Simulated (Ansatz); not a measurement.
Rock-salt HfN was calculated with PBEsol in Ansatz (plane waves, PAW).

Numerical settings: plane-wave cutoff 520 eV, 22×22×22 k mesh, Fermi–Dirac smearing 0.05 eV, scalar-relativistic PAW data made under PBE.

Computed at the level's own relaxed cell.

Q: What does this level give for the volume per atom, bulk modulus, lattice parameter a and pressure derivative B′ of the bulk modulus?

A: 
- volume per atom = 11.40 Å³/atom
- bulk modulus = 284 GPa
- lattice parameter a = 4.501 Å
- pressure derivative B′ of the bulk modulus = 4.3

The run finds no gap.

Measured, for comparison: equilibrium volume per atom 11.57 Å³/atom, lattice constant a 4.524 Å (room temperature, not corrected to a static lattice; as tabulated in Seo, Lee, Wen, Petrov, Greene, Gall, J. Appl. Phys. 96, 878 (2004)); bulk modulus 260 GPa (room temperature, not corrected to a static lattice, our sources range from 260 to 306; as tabulated in Synthesis of Binary Transition Metal Nitrides, Carbides and Borides from the …). Computed (rounded) less measured: equilibrium volume per atom -1.5 %, bulk modulus not scored (sources differ), lattice constant a -0.5 %. A static lattice is as a rule a little smaller and stiffer than an uncorrected measurement, which narrows the difference in the equilibrium volume per atom, lattice constant a and would widen misses of the other sign.

Spin–orbit coupling is not included.

Static lattice: no zero-point or thermal effects.

Cost on a shared machine: around 100 core-seconds (rough).

Ansatz is a quantum-chemistry and plane-wave program.
